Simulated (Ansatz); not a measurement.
Reaction: PH3 (SMILES P) + H+ → PH4+ (SMILES [PH4+])
Each species at its own B3LYP-D3(BJ)/def2-TZVP minimum (Ansatz, an electronic-structure program).

Property: proton affinity (electronic), positive where energy is released, in kcal/mol. UHF or UKS for unpaired electrons; spin-orbit terms are left out. CBS(X,Y): correlation extrapolated as X^-3, Hartree-Fock from the larger set (Q,5: extrapolated as (X+1)exp(-9√X)). A bracket is a step between two methods taken in the basis named. Functionals run without relativity, which enters their misses. '+ core + X2C': CCSD(T) terms for core correlation (cc-pwCVTZ, 1s frozen past Ne) and scalar relativity (cc-pVTZ-DK).

CCSD(T)/CBS(cc-pV(Q+d)Z,cc-pV(5+d)Z) + [CCSDT(Q) - CCSD(T)]/cc-pV(Q+d)Z + [CCSDTQ - CCSDT(Q)]/cc-pV(D+d)Z + core + X2C (Ansatz) gives 192.5 kcal/mol.

What does PBE/def2-TZVPD (Ansatz) give here, and how do the other levels compare?

PBE gives 190.3 kcal/mol, 2.2 kcal/mol below it. Differences of the others: B3LYP/def2-TZVPD (Ansatz) 0.6; PBE0/def2-TZVPD (Ansatz) 0.3; wB97M-V/def2-TZVPD (Ansatz) -3.7; CCSD(T)/CBS(cc-pV(Q+d)Z,cc-pV(5+d)Z) + core + X2C (Ansatz) 0.1 kcal/mol. Nearer than PBE: B3LYP/def2-TZVPD, PBE0/def2-TZVPD, CCSD(T)/CBS(cc-pV(Q+d)Z,cc-pV(5+d)Z) + core + X2C.
